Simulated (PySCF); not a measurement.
# Electron affinity of Al by level of theory

Al⁻ [Ne] 3s2 3p2 (3P) → Al [Ne] 3s2 3p1 (2P), as a difference of total energies. Calculation: PySCF 2.14, in def2-QZVPPD (10s6p5d2f1g, 76 functions); the non-relativistic Hamiltonian (point nucleus). Correlated levels: valence and next inner shell: 1s2 frozen. The calculations carry no spin-orbit coupling.

| method | electron affinity (eV) |
| --- | --- |
| UHF | -0.067 |
| MP2 (valence and next inner shell) | 0.263 |
| SCS-MP2 (valence and next inner shell) | 0.177 |
| CCSD (valence and next inner shell) | 0.276 |
| CCSD(T) (valence and next inner shell) | 0.323 |

Errors of the correlated levels include the incompleteness of this basis and the frozen core.

A negative affinity means that the anion lies above the atom at that level of theory.

Q: Which method comes closest to the reference value, and which is furthest?

A: The reference is 0.433 eV (measured; photodetachment measurements, as compiled on the Wikipedia data page of electron affinities). Closest: CCSD(T) (valence and next inner shell) (error -0.110 eV); furthest: UHF (error -0.500 eV).
